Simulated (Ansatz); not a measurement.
**Chalcopyrite CdSnAs2**

The numbers are results of r²SCAN-D4 in Ansatz (PAW), not measurements.

Numerical settings: plane-wave cutoff 560 eV, 8×8×8 k mesh, Fermi–Dirac smearing 0.01 eV, scalar-relativistic PAW data made under PBE.

Cell: relaxed at this level.

```
Quantity                                                                                 Value
------------------------------------------  --------------------------------------------------
volume per atom                                                                  28.04 Å³/atom
bulk modulus B0                                                                       56.9 GPa
band gap                                    0.03 eV (under three smearing widths, so not firm)
lattice parameter a                                                                    6.119 Å
lattice parameter c                                                                   11.983 Å
pressure derivative B′ of the bulk modulus                                                 4.6
```

Measured, for comparison: band gap 0.26 eV (temperature not stated, no zero-point or thermal correction, direct or pseudo-direct at Γ; as tabulated in Ghosh et al. (2024), arXiv:2401.16805).

Note: the relaxation could not lower the start's symmetry, so the cell can be a saddle point above a distorted one; the bulk modulus comes from volumes at which shape and atoms were relaxed.

Spin–orbit coupling is not included; it can close the smallest gap of 0.03 eV.

The computed numbers hold no vibrational or temperature effects.

Cost on a shared machine: roughly 40 core-minutes.

Ansatz is an electronic-structure program.
